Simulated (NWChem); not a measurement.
System: BeH, doublet; SMILES [BeH]

Computed with NWChem. Spin-unrestricted. Coordinates come from a B3LYP/6-31G* (spherical d), spin-unrestricted optimisation. This spin state was assumed; another may lie lower. No stability test was run on the SCF state. Vertical excitations in the gas phase. Excited states of an open shell can be spin-contaminated.

Q: Predict the results for PBE/aug-cc-pVDZ, TDA. Quantities: lowest excitation (eV); oscillator strength of that lowest state; lowest empty minus highest occupied level, either spin (eV).

A: 
```yaml
lowest excitation (eV): 2.54
oscillator_strength_of_that_lowest_state: 0.051
lowest empty minus highest occupied level, either spin (eV): 2.30
```
